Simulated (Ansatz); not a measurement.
Results of PBEsol-D3(BJ) (PAW; Ansatz, an electronic-structure program) for Sb₂O₃ (Pccn, No. 56).

The input as run:

Ansatz 0.2 input:
```yaml
crystal:
  lattice:
    - [4.7253966117, 0.0, 0.0]
    - [0.0, 5.3303130197, 0.0]
    - [0.0, 0.0, 12.1708554658]
  atoms:
    - { symbol: Sb, position: [0.5262833217, 0.1778070757, 0.6276499852] }
    - { symbol: Sb, position: [0.0262833217, 0.3221929243, 0.3723500148] }
    - { symbol: Sb, position: [0.4737166783, 0.3221929243, 0.1276499852] }
    - { symbol: Sb, position: [0.9737166783, 0.1778070757, 0.8723500148] }
    - { symbol: Sb, position: [0.4737166783, 0.8221929243, 0.3723500148] }
    - { symbol: Sb, position: [0.9737166783, 0.6778070757, 0.6276499852] }
    - { symbol: Sb, position: [0.5262833217, 0.6778070757, 0.8723500148] }
    - { symbol: Sb, position: [0.0262833217, 0.8221929243, 0.1276499852] }
    - { symbol: O, position: [0.75, -0.0016899336, 0.75] }
    - { symbol: O, position: [0.25, 0.5016899336, 0.25] }
    - { symbol: O, position: [0.25, 1.0016899336, 0.25] }
    - { symbol: O, position: [0.75, 0.4983100664, 0.75] }
    - { symbol: O, position: [0.6418950244, 0.8446906437, 0.5562785088] }
    - { symbol: O, position: [0.1418950244, 0.6553093563, 0.4437214912] }
    - { symbol: O, position: [0.3581049756, 0.6553093563, 0.0562785088] }
    - { symbol: O, position: [0.8581049756, 0.8446906437, 0.9437214912] }
    - { symbol: O, position: [0.3581049756, 0.1553093563, 0.4437214912] }
    - { symbol: O, position: [0.8581049756, 0.3446906437, 0.5562785088] }
    - { symbol: O, position: [0.6418950244, 0.3446906437, 0.9437214912] }
    - { symbol: O, position: [0.1418950244, 0.1553093563, 0.0562785088] }
basis:
  ecutwfc: 520
  ecutrho_ratio: 4
  xc_grid: 2
kpoints:
  mp_grid: { grid: [8, 6, 4] }
  band_path:
    path:
      - [0.0, 0.0, 0.0]
      - [0.083333, 0.0, 0.0]
      - [0.166667, 0.0, 0.0]
      - [0.25, 0.0, 0.0]
      - [0.333333, 0.0, 0.0]
      - [0.416667, 0.0, 0.0]
      - [0.5, 0.0, 0.0]
      - [0.5, 0.0, 0.5]
      - [0.416667, 0.0, 0.5]
      - [0.333333, 0.0, 0.5]
      - [0.25, 0.0, 0.5]
      - [0.166667, 0.0, 0.5]
      - [0.083333, 0.0, 0.5]
      - [0.0, 0.0, 0.5]
      - [0.0, -0.1, 0.0]
      - [0.0, -0.2, 0.0]
      - [0.0, -0.3, 0.0]
      - [0.0, -0.4, 0.0]
      - [0.0, -0.5, 0.0]
      - [0.083333, -0.5, 0.0]
      - [0.166667, -0.5, 0.0]
      - [0.25, -0.5, 0.0]
      - [0.333333, -0.5, 0.0]
      - [0.416667, -0.5, 0.0]
      - [0.5, -0.5, 0.0]
      - [0.5, -0.5, 0.5]
      - [0.416667, -0.5, 0.5]
      - [0.333333, -0.5, 0.5]
      - [0.25, -0.5, 0.5]
      - [0.166667, -0.5, 0.5]
      - [0.083333, -0.5, 0.5]
      - [0.0, -0.5, 0.5]
      - [0.5, -0.1, 0.0]
      - [0.5, -0.2, 0.0]
      - [0.5, -0.3, 0.0]
      - [0.5, -0.4, 0.0]
      - [0.0, -0.1, 0.5]
      - [0.0, -0.2, 0.5]
      - [0.0, -0.3, 0.5]
      - [0.0, -0.4, 0.5]
      - [0.5, -0.1, 0.5]
      - [0.5, -0.2, 0.5]
      - [0.5, -0.3, 0.5]
      - [0.5, -0.4, 0.5]
    npoints: 1
hamiltonian:
  xc: pbesol
  dispersion: d3bj
  pseudopotentials: { kind: paw }
scf:
  occupations: { method: fermi_dirac, width: 0.01 }
  convergence: { dr2_threshold: 0.000000002 }
output:
  forces: true
  stress: true
  eigenvalues: true
  write_bands: true
```

The run printed, among other lines:

```
Crystal: 20 atoms, lattice volume = 306.558 Å³
Basis set: ecut = 520 eV, 8263 PW (Γ), exchange–correlation on 72×80×192 points (8 copies of the dense FFT grid, shifted against one another)
Bands: 116, of which v1, the nominal top of the filled ones, is band 96 counted from 1 (95 counted from 0)
Symmetry: 8 space group operations
Space group: Pccn (ITA 56), of the structure as read, at distance tolerance 6.7e-5 Å
k-points: 60 of 192
Functional: x = pbesol(κ = 0.804, μ = 0.12345679012345678), c = pbesol(β = 0.046)
SCF iter   1: F=—  HF=-57995.436571 eV  |F-HF|=—  |Δ(HF+E_count)|=         —  Δρ=1.47e-2  dr2=5.55e-1
SCF iter   2: F=—  HF=-57995.306164 eV  |F-HF|=—  |Δ(HF+E_count)|=   1.30e-1  Δρ=4.62e-3  dr2=4.42e-2
  ...
SCF iter   8: F=—  HF=-57995.295843 eV  |F-HF|=—  |Δ(HF+E_count)|=   3.72e-7  Δρ=2.83e-6  dr2=2.30e-8
SCF iter   9: F=-57995.295843 eV  HF=-57995.295843 eV  |F-HF|=1.07e-9  |Δ(HF+E_count)|=   1.60e-8  Δρ=6.69e-7  dr2=1.23e-9
SCF 1 converged in 9 iterations: F = -57995.295843 eV  dr2 = 1.23e-9
SCF converged after 9 iterations
Free energy (F): -57995.295843 eV
Internal energy: -57995.295843 eV  (E = F + TS)
E sigma→0 (E₀):  -57995.295843 eV
Fermi energy:    9.935363 eV
--- Forces (eV/Å), atoms counted from 1 ---
  atom   1  Sb    -0.00071305    -0.00010026     0.00234484
  atom   2  Sb    -0.00071305     0.00010026    -0.00234484
  atom   3  Sb     0.00071305     0.00010026     0.00234484
  atom   4  Sb     0.00071305    -0.00010026    -0.00234484
  atom   5  Sb     0.00071305     0.00010026    -0.00234484
  atom   6  Sb     0.00071305    -0.00010026     0.00234484
  atom   7  Sb    -0.00071305    -0.00010026    -0.00234484
  atom   8  Sb    -0.00071305     0.00010026     0.00234484
  atom   9  O      0.00000000     0.00037206     0.00000000
  atom  10  O      0.00000000    -0.00037206     0.00000000
  atom  11  O      0.00000000    -0.00037206    -0.00000000
  atom  12  O      0.00000000     0.00037206     0.00000000
  atom  13  O     -0.00035835     0.00033229     0.00021612
  atom  14  O     -0.00035835    -0.00033229    -0.00021612
  atom  15  O      0.00035835    -0.00033229     0.00021612
  atom  16  O      0.00035835     0.00033229    -0.00021612
  atom  17  O      0.00035835    -0.00033229    -0.00021612
  atom  18  O      0.00035835     0.00033229     0.00021612
  atom  19  O     -0.00035835     0.00033229    -0.00021612
  atom  20  O     -0.00035835    -0.00033229     0.00021612
--- Stress (GPa, compression-positive) ---
        0.008582       0.000000       0.000000
        0.000000       0.004470       0.000000
        0.000000       0.000000       0.003034
  P = ⅓ Tr σ = 0.0054 GPa (0.054 kbar)
```

The PAW data were made under PBE.

Note: the volume lies 7 % below that of the published cell.

Computing time: roughly 4 core-minutes.
